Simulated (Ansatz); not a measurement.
# CH$_{2}$⁺, doublet in cc-pVDZ: errors against full CI

Geometry: that of the CH2, singlet, kept fixed.

```xyz
3

C     0.0000   -0.1011    0.0000
H     0.0000    0.6021   -0.8621
H     0.0000    0.6021    0.8621
```

Basis cc-pVDZ; Ansatz 0.2.0. Only valence electrons are correlated (noble-gas cores frozen), which leaves 5 electrons in 23 orbitals. Prefix R: restricted or restricted open-shell reference; prefix U: unrestricted. Active spaces: valence = (5e, 6o) chosen from the atoms' valence shells.

Full CI is exact within this basis and frozen core; it isn't the basis-set limit. The frozen core follows each run's orbitals, which can shift R against U totals by a few meV.

For open shells CISD is restricted-active-space CI with the open shells as a complete middle space.

The UHF ⟨S²⟩ is 0.753 and the T1 diagnostic (RCCSD) is 0.0133. The largest doubles amplitude (RCCSD) is 0.066 and the T1 diagnostic (UCCSD) is 0.0084.

Q: From what is known of these methods and the diagnostics, rank them by the size of their error in total energy against full CI in cc-pVDZ, smallest first (an estimate: the text doesn't fix the numbers).
A. NEVPT2 (valence space)
B. UCCSDTQ
C. MRCISD (valence space)
D. UCCSD
E. RHF

A: B (0.0 kJ/mol), C (3.3 kJ/mol), D (4.9 kJ/mol), A (34.1 kJ/mol), E (266.4 kJ/mol).

All errors are against full CI in cc-pVDZ. Below it: UCCSDTQ. Within each family the higher level lies nearer, as is usual though not guaranteed.

The full-CI state has the irrep A1 of C2v, in the program's axes.

Natural occupations of full CI about the gap: 1.960 1.956 0.992 0.024 0.022 0.016 0.006 0.006 0.005 0.004; effectively unpaired electrons, Σ n²(2−n)², 1.02.
